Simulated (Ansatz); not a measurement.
Worked example: BH2⁻, triplet against BH2, doublet

Geometry (PBE0/def2-TZVP stationary point of a doublet), kept for both states (BH2, doublet: A1; BH2⁻, triplet: B1):

```json
{"atom": "B", "x (Å)": "0.0000", "y (Å)": "-0.0800", "z (Å)": "0.0000"}
{"atom": "H", "x (Å)": "0.0000", "y (Å)": "0.4291", "z (Å)": "-1.0770"}
{"atom": "H", "x (Å)": "0.0000", "y (Å)": "0.4291", "z (Å)": "1.0770"}
```

Basis aug-cc-pVDZ; Ansatz 0.2.0. Only valence electrons are correlated (noble-gas cores frozen). Prefix R: restricted or restricted open-shell reference; prefix U: unrestricted.

Full CI isn't at hand for all of this; UCCSDT(Q) serves as the reference, and is uncertain by the last step of the cluster series or more.

The highest occupied Kohn–Sham level of the anion is positive, up to +2.06 eV, so in those functionals the extra electron is held by the basis alone, which enters their differences from the reference.

```
    level  E(BH2, doublet) (hartree)  E(BH2⁻, triplet) (hartree)
      UHF                 -25.753702                  -25.738385
     UMP2                 -25.822435                  -25.826139
 UCCSD(T)                 -25.843906                  -25.849833
      PBE                 -25.875104                  -25.893497
     PBE0                 -25.887560                  -25.901299
UCCSDT(Q)                 -25.844346                  -25.850634
```

Task: Give the vertical gap, BH2⁻ triplet less BH2 doublet, at each level in eV (1 hartree = 27.2114 eV), and each error against UCCSDT(Q).

Result: UCCSDT(Q): (-25.850634 − (-25.844346)) × 27.2114 = -0.171 eV (the reference)
PBE0: (-25.901299 − (-25.887560)) × 27.2114 = -0.374 eV, error -0.203 eV
PBE: (-25.893497 − (-25.875104)) × 27.2114 = -0.500 eV, error -0.329 eV
UCCSD(T): (-25.849833 − (-25.843906)) × 27.2114 = -0.161 eV, error 0.010 eV
UMP2: (-25.826139 − (-25.822435)) × 27.2114 = -0.101 eV, error 0.070 eV
UHF: (-25.738385 − (-25.753702)) × 27.2114 = 0.417 eV, error 0.588 eV

Total energies of functionals can't be set beside those of wave-function methods, since they hold the core's correlation and their own absolute errors; only the differences compare.

In so small a basis the reference is far from its limit while semilocal and hybrid functionals are nearer theirs, so the functionals' errors here hold much of the reference's basis and frozen-core error, which can add to them or hide them.

Each level lands on the state that its own search finds. T1 diagnostics of restricted CCSD: 0.015 and 0.028.
